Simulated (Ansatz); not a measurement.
# O2+ (quartet): from Hartree-Fock to the top rungs, def2-TZVPP

An exercise on one series of results from a longer session: the logs are not shown, and one member is left open.

Method: def2-TZVPP, core rule «outside noble gas», up to 2 orbitals frozen; program: Ansatz 0.2.0, Gaussian basis.

Plan: UHF; ROHF; CCSD(T) on UHF.

**The system**

The geometry is a PBE0/def2-TZVP stationary point (not a proven minimum).

2 atoms, charge 1, spin multiplicity 4.

Atoms are counted from 1 here; the program's logs count them from 0.

Bond lengths: O1–O2 1.346 Å.

Set-up of the first run:

File in.yaml:

```yaml
crystal:
  periodic: [false, false, false]
  atoms:
    - {symbol: O, position_ang: [0.000000, 0.000000, 0.000000]}
    - {symbol: O, position_ang: [0.000000, 0.000000, 1.345600]}
basis:
  gaussian: {orbitals: def2-TZVPP}
total_charge: 1
magnetization: {spin_polarized: true, initial_magnetization: 3}
hamiltonian: {xc: hf}
output: {orbitals: {seedname: orbitals}}
```

Run with:

```bash
> ansatz run in.yaml --threads 1 --pin off --events-out ev --progress --plain --max-ram 4096MiB --backend cpu
```

Steps of the session up to this table: UHF; ROHF; CCSD(T) on UHF.

One table of the session follows, with a row left open; its other results are not shown here.

It belongs to the step «Misses and costs». 

```
  method  from UCCSD(T) (meV)
    ROHF                    ?
     UHF             +10533.0
    UMP2               +990.9
   UCCSD               +397.9
UCCSD(T)                    0
```

Estimate the missing values for ROHF.

The run gave: from UCCSD(T) (meV): +11055.0. In the column «from UCCSD(T) (meV)» it is the highest.

The program flags UCCSD(T) as in doubt (see the logs), so the zero of the table is itself unsure.

Limits of these values: The report flags that the cluster equations may have other roots. The program flags UCCSD(T) as in doubt, so the zero of the table is itself unsure. Warnings: coupled cluster took another determinant than the lowest.
